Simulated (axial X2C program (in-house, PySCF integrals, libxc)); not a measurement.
SiF⁺: nuclear properties from DFT to coupled cluster

Calculated with an axial X2C code built on PySCF integrals: two-component X2C with atomic mean-field Coulomb and Gaunt terms, Gaussian nuclei, basis Si dyall-av3z, F dyall-av3z with contracted cores.

R = 1.548 Å (near the PBE0 minimum at charge 1 of the determinant lowest at the starting distance; the state shown can have its own minimum elsewhere); state Ω = 0 (closed shell).

```
level  qzz Si (a.u.)  qzz F (a.u.)
 PBE0          -1.84          0.36
   HF          -1.99          0.50
B3LYP          -1.85          0.32
```

qzz is the electric field gradient, eQq0 = 234.96 MHz × Q/barn × qzz. The operators were transformed with the bare-nucleus X2C matrices; with these basis sets, hyperfine constants and field gradients can be off by tens of per cent, and where levels differ in sign neither size nor sign is settled.

Finite-field MP2, CCSD and CCSD(T), with 10 electrons correlated in 114 natural virtual spinors (MP2 remainder added):

```tsv
level	qzz Si (a.u.)	qzz F (a.u.)
MP2	-1.79	0.26
CCSD	-1.77	0.36
CCSD(T)	-1.73	0.32
```

T1 = 0.017 (Lee–Taylor). One unrestricted determinant, the lowest of a limited PBE0 search, is the reference; the functionals treat spin collinearly. Correlation of the inner shells is missing, which matters for properties at the nucleus. Number of frozen shells: Si 2 s, 1 p; F 1 s.

(1) By how much does correlation change each value, CCSD(T) against HF?

Results:

(1) qzz Si -13 %; qzz F -36 %.
